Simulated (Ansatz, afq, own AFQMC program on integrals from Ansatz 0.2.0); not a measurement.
Integrals from Ansatz 0.2.0, then the random walk in our own AFQMC program (afq).

```yaml
crystal:
  periodic: [false, false, false]
  atoms:
    - {symbol: C, position_ang: [0.024669, 0.024480, -0.024566]}
    - {symbol: H, position_ang: [0.652706, 0.654491, 0.604655]}
    - {symbol: H, position_ang: [-0.999547, -0.991873, 0.995383]}
    - {symbol: H, position_ang: [-0.601925, 0.652645, -0.657064]}
    - {symbol: H, position_ang: [0.654807, -0.606964, -0.650241]}
basis:
  gaussian: {orbitals: 6-31G}
magnetization: {spin_polarized: true, initial_magnetization: 0}
correlation: {method: ccsd_t, electrons: outside_noble_gas, hamiltonian_folder: ham}
```

```sh
$ ansatz run in.yaml --threads 1 --pin off --events-out ev --progress --plain --max-ram 16896MiB --backend cuda --devices 0, --max-vram 18GiB
```

afq runs on the folder ham with

```
--method phaseless --trial cisd --walkers 4000 --populations 20 --least-time 60 --time-step 0.005 --steps-per-block 50 --equilibration-blocks 40 --max-blocks 4000 --target-error 0.00034 --factor-cut 1e-05 --start spin_pure --seed 2442 --release-times 0.24,0.51,0.99,1.62,2.4 --release-step 0.03 --release-every 3 --taylor-order 6
```

Times are imaginary, in 1/Eh. The walk had a cap of 122 s. With eight or more populations the least sampling time is a fifth of least-time, and the error comes from their spread.

Output of the walk:

```
orbitals 16  electrons 4 4  factors 101 of 255
reference energy -40.06882818 Eh
CCSD correlation -0.13919537 Eh in 8 cycles, weight of the determinant in the CISD state 0.9035
energy of the start -40.208033 Eh
 block  time / (1/Eh)  mean weight  energy / Eh
     1     0.250  1.0000  -40.206824
     2     0.500  1.0000  -40.207535
     3     0.750  0.9997  -40.208322
     4     1.000  1.0000  -40.208929
     5     1.250  0.9999  -40.209527
    10     2.500  0.9999  -40.211236
    19     4.750  1.0000  -40.211416
    29     7.250  1.0001  -40.211017
    39     9.750  1.0001  -40.211157
    49    12.250  0.9998  -40.211856
    59    14.750  1.0001  -40.211870
    69    17.250  0.9999  -40.211884
    77    19.250  0.9999  -40.212661
    79    19.750  1.0002  -40.211071
    83    20.750  1.0000  -40.210353
    89    22.250  1.0000  -40.210851
error from the spread of 20 populations
released: time / (1/Eh)  energy / Eh  error  mean overlap
  0.24  -40.211338  0.000110  1.0011
  0.51  -40.211431  0.000075  0.9996
  0.99  -40.211421  0.000045  0.9977
  1.62  -40.211464  0.000060  1.0019
  2.40  -40.211593  0.000060  0.9990
energy -40.211413 +/- 0.000129 Eh
(rows thinned)
```

The run passed its tests (sampling time, drift between the halves within three errors, error under three times the target), which doesn't prove that it has relaxed.

Against this walk (error 3.5 meV) on the same determinant: CCSD(T) 6.8 meV higher (within the noise), CCSDT(Q) 4.6 meV lower (within the noise), CCSDTQ 4.3 meV lower (within the noise), full CI 4.8 meV lower (within the noise). The error is statistical and leaves out the bias of the constraint. Released to 2.40 1/Eh the energy moves by -5 ± 4 meV (both errors), within twice the noise.

Cautions: constraint bias not in the error; higher spins were not checked; an unrestricted solution with more broken spin lies lower (106 meV, ⟨S²⟩ 0.31), while this determinant keeps restricted orbitals.

The walk took 35 s on 1 × NVIDIA H100 80GB HBM3 with 2 threads of AMD EPYC 7R13 Processor (Zen 3), with other jobs on the host (the card was shared). The log's last line is the phaseless energy.

CCSDT and higher add their correlation energy to the determinant of the CCSD(T) run, since their own runs factorise the integrals more tightly (a shift of under 2 meV). A walk keeps the symmetry of its determinant, which the program's search chose and which needn't be the lowest solution, so a lower state of the same spin and another symmetry isn't excluded.
